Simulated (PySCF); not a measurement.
Compound: formyl fluoride, CHFO.
Atom-mapped SMILES: `[O:1]=[CH:2][F:3]` (hydrogens: H4 on C2)

Method: PySCF 2.14.0, PBE0-D3(BJ)/def2-SVP geometry optimisation, gas phase; density fitting, grid level 1; the optimiser is geomeTRIC in internal coordinates, started from a GFN2-xTB structure with every atom displaced at random (about 0.01 Å).

Step 0: E = -5806.5380 eV
```
atom  x, y, z in Å  |  force x, y, z in eV/Å
O1     -0.8643   -0.8796    0.0028   -1.020  -0.154   0.005
C2     -0.0945    0.0007   -0.0077    1.002  -0.136   0.000
F3      1.2096   -0.2410   -0.0158    0.546   0.066  -0.007
H4     -0.2129    1.0945   -0.0123   -0.528   0.224   0.002
```

Task: Estimate the geometry and energy of step 1. (The exact step hangs on the optimiser's Hessian estimate; all steps are aligned on step 0, rigid shifts and turns removed.)

Result: E = -5806.5718 eV, largest force 0.328 eV/Å
```
atom  x, y, z in Å  |  force x, y, z in eV/Å
O1     -0.8873   -0.8547    0.0027    0.164  -0.036  -0.001
C2     -0.0657   -0.0103   -0.0075   -0.265   0.194   0.000
F3      1.2387   -0.2461   -0.0161    0.041  -0.094  -0.002
H4     -0.2477    1.0857   -0.0121    0.060  -0.064   0.003
```

The energy changes by -0.0338 eV. The first-order estimate −F·Δx gives -0.0819 eV and the mean of the old and new forces, exact on a quadratic surface, -0.0338 eV. The step makes an angle of 40° with the force vector and moves no atom by more than 0.036 Å.

What follows is the cost of the whole optimisation. Hardware: an Arm Neoverse V1 with one thread, shared host. Cost: 3.4 s wall, 0.26 GiB resident at most.
